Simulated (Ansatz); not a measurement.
# CH7AlO: the cost of one run

Program: Ansatz 0.2.0. Level of theory: RKS PBE/def2-SVP. These are calculated values, not measurements.

### Step 1. Starting point

Bond lengths: Al1–C2 2.320 Å, C2–H3 1.110 Å, C2–H4 1.110 Å, C2–H5 1.110 Å, Al1–H6 1.560 Å, Al1–H7 1.560 Å, Al1–O8 2.080 Å, O8–H9 1.010 Å. Angles: Al1–C2–H3 109.5°, Al1–C2–H4 109.5°, Al1–C2–H5 109.5°, H3–C2–H4 109.4°, H3–C2–H5 109.4°, H4–C2–H5 109.4°, C2–Al1–H6 120.0°, C2–Al1–H7 120.0°, C2–Al1–O8 71.6°, H6–Al1–H7 120.0°, H6–Al1–O8 105.6°, H7–Al1–O8 92.7°, Al1–O8–H9 109.5°.

As a file:

```xyz
10

Al    0.0000    0.0000    0.0000
C     0.0000    0.0000    2.3200
H    -0.9996   -0.3092    2.6905
H     0.7676   -0.7111    2.6905
H     0.2320    1.0203    2.6905
H     1.3510    0.0000   -0.7800
H    -1.3510    0.0000   -0.7800
O    -0.2664   -1.9558    0.6559
H    -0.6698   -2.5085   -0.0870
H    -0.1747   -1.2830    1.8150
```

### Step 2. A restrained relaxation towards end A

Springs on the bonds that form and break draw the guess towards this end; the thresholds are loose.

File input.yaml:

```yaml
crystal:
  periodic: [false, false, false]
  atoms:
    - { symbol: Al, position_ang: [0.0, 0.0, 0.0] }
    - { symbol: C, position_ang: [0.0, 0.0, 2.32] }
    - { symbol: H, position_ang: [-0.9996, -0.3092, 2.6905] }
    - { symbol: H, position_ang: [0.7676, -0.7111, 2.6905] }
    - { symbol: H, position_ang: [0.232, 1.0203, 2.6905] }
    - { symbol: H, position_ang: [1.351, 0.0, -0.78] }
    - { symbol: H, position_ang: [-1.351, 0.0, -0.78] }
    - { symbol: O, position_ang: [-0.2664, -1.9558, 0.6559] }
    - { symbol: H, position_ang: [-0.6698, -2.5085, -0.087] }
    - { symbol: H, position_ang: [-0.1747, -1.283, 1.815] }
basis:
  gaussian: { orbitals: def2-SVP }
hamiltonian:
  xc: pbe
relax:
  f_tol: 0.15
  max_steps: 25
  restrain:
    - { distance: [0, 7], at: 2.98, k: 30.0 }
    - { distance: [9, 1], at: 2.31, k: 30.0 }
    - { distance: [0, 1], at: 1.97, k: 30.0 }
    - { distance: [9, 7], at: 1.01, k: 30.0 }
```

On the command line:

```
ansatz run input.yaml --threads 2 --pin off --max-ram 3072MiB --backend cpu --events-out ev --progress --plain --runs-dir out
```

What time and memory should one allow on 2 threads of Arm Neoverse V2, shared host?

About 11 s, with a peak of 0.12 GiB.
